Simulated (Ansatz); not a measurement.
# CHAlP (quartet): wave-function methods side by side at a displaced geometry (v1), cc-pVDZ

An exercise on one series of results from a longer session: the logs are not shown, and one member is left open.

Program: Ansatz 0.2.0, Gaussian basis. Level of theory: cc-pVDZ, core rule «outside noble gas», up to 11 orbitals frozen. These are calculated values, not measurements.

Plan: UHF; CCSD(T) on ROHF; CCSD(T) on UHF; BCCD(T) on ROHF; CISD; CCSDT(Q) on ROHF; CCSDT(Q) on UHF.

26 further runs of the same task are left out: 13 that didn't finish, 13 set aside as unsound or not needed.

## The geometry

The geometry is a PBE0/def2-TZVP stationary point (not a proven minimum) with its atoms shifted at random (size 0.040 Å).

4 atoms, charge 0, spin multiplicity 4.

Atoms are counted from 1 here; the program's logs count them from 0.

Bond lengths: C1–Al2 1.909 Å, Al2–P3 2.193 Å, P3–H4 1.388 Å. Angles: C1–Al2–P3 177.4°, Al2–P3–H4 79.6°.

Coordinates:

```xyz
4
CHAlP
C    -0.0195    0.0275    2.5692
Al   -0.0203   -0.0364    0.6617
P     0.0277   -0.0225   -1.5312
H    -0.0751    1.3378   -1.2734
```

The first run:

File in.yaml:

```yaml
crystal:
  periodic: [false, false, false]
  atoms:
    - {symbol: C, position_ang: [-0.019461, 0.027547, 2.569223]}
    - {symbol: Al, position_ang: [-0.020295, -0.036439, 0.661689]}
    - {symbol: P, position_ang: [0.027669, -0.022472, -1.531234]}
    - {symbol: H, position_ang: [-0.075107, 1.337759, -1.273365]}
basis:
  gaussian: {orbitals: cc-pVDZ}
magnetization: {spin_polarized: true, initial_magnetization: 3}
hamiltonian: {xc: hf}
output: {orbitals: {seedname: orbitals}}
```

On the command line:

```bash
$ ansatz run in.yaml --threads 1 --pin off --events-out ev --progress --plain --max-ram 2393MiB
```

Steps of the session up to this table: UHF; CCSD(T) on ROHF; CCSD(T) on UHF; BCCD(T) on ROHF; CISD; CCSDT(Q) on ROHF; CCSDT(Q) on UHF.

One table of the session follows, with a row left open; its other results are not shown here.

| method | from UCCSDT(Q) (meV) |
| --- | --- |
| ROHF | +7734.7 |
| UHF | ? |
| RMP2 | +1505.1 |
| UMP2 | +1518.5 |
| CISD | +1182.5 |
| RCCSD | +416.7 |
| UCCSD | +412.5 |
| RCCSD(T) | +91.8 |
| UCCSD(T) | +92.9 |
| BCCD(T) | +93.0 |
| RCCSDT | +33.5 |
| UCCSDT | +33.1 |
| RCCSDT(Q) | +5.1 |
| UCCSDT(Q) | 0 |

Q: Estimate the row for UHF from the others.

**Answer.** from UCCSDT(Q) (meV): +7661.4. In the column «from UCCSDT(Q) (meV)» it lies between UMP2 (+1518.5) and ROHF (+7734.7).

To keep in mind: Restricted and unrestricted rows rest on different reference determinants; where their highest levels disagree by more than a few hundredths of an eV, they describe different states and don't form one ladder.
